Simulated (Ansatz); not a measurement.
**SnH2⁺, doublet in def2-TZVPP: errors against full CI**

Geometry: a point of a stretch scan, not a stationary point.

```json
{"atom": "Sn", "x (Å)": "0.0000", "y (Å)": "0.0000", "z (Å)": "0.9582"}
{"atom": "H", "x (Å)": "0.0000", "y (Å)": "0.0000", "z (Å)": "-3.5718"}
{"atom": "H", "x (Å)": "0.0000", "y (Å)": "0.0000", "z (Å)": "2.6136"}
```

Basis def2-TZVPP with its core potentials; Ansatz 0.2.0. Only valence electrons are correlated (noble-gas cores and the filled d shells of p-block atoms frozen), which leaves 5 electrons in 69 orbitals. Prefix R: restricted or restricted open-shell reference; prefix U: unrestricted. Active spaces: pair = (3e, 3o) about the gap; valence = (5e, 6o) chosen from the atoms' valence shells. No spin–orbit coupling is included; scalar relativity enters through the core potentials alone.

Full CI is exact within this basis and frozen core; it isn't the basis-set limit. The frozen core follows each run's orbitals, which can shift R against U totals by a few meV for light atoms and by up to 0.1 eV past Ca.

- UHF ⟨S²⟩: 0.750
- T1 diagnostic (RCCSD): 0.0085
- largest doubles amplitude (RCCSD): 0.065

```tsv
level	E − E(full CI) (mEh)	share of correlation (%)	wall time
RHF	77.10	0.00	–
RMP2	18.79	75.63	–
RCCSD	1.37	98.23	–
RCCSD(T)	0.29	99.62	3.2 s
BCCD(T)	0.29	99.62	3.4 s
RCCSDT	0.04	99.95	–
RCCSDT(Q)	0.01	99.99	9.5 s (H100)
CASSCF (pair space)	61.98	19.61	–
NEVPT2 (pair space)	17.76	76.97	6 s (H100)
MRCISD (pair space)	1.60	97.92	–
MRCISD+Q (pair space)	-1.68	102.18	6 s (H100)
CASSCF (valence space)	35.36	54.14	–
NEVPT2 (valence space)	10.70	86.12	2.7 s
MRCISD (valence space)	0.65	99.15	–
MRCISD+Q (valence space)	-0.07	100.09	4.7 s (H100)
```

The correlation energy at full CI, counted from RHF, is -2.098 eV. That run took 2.8 min on 2 threads of AMD EPYC 7R13 with a shared H100 80 GB, shared host over 30,973,156 determinants.

Run but not shown, since their state, orbitals or frozen core can't be matched to the reference's or they repeat it: UHF, UMP2, UCCSD, UCCSD(T), UCCSDT, UCCSDT(Q).

Times hold each run's SCF and search for its determinant on a shared host, so for small cases they say little of a method's own cost; rows without a card ran on 1 thread of AMD EPYC 7R13.

Not variational, and here over 5 meV under the exact energy: MRCISD+Q (pair space).

The full-CI state has the irrep A1 of C2v, in the program's axes (one component, if the state is degenerate).

Natural occupations of full CI about the gap: 1.954 1.909 1.000 0.037 0.037 0.029 0.008 0.008 0.005 0.004; effectively unpaired electrons, Σ n²(2−n)², 1.05.
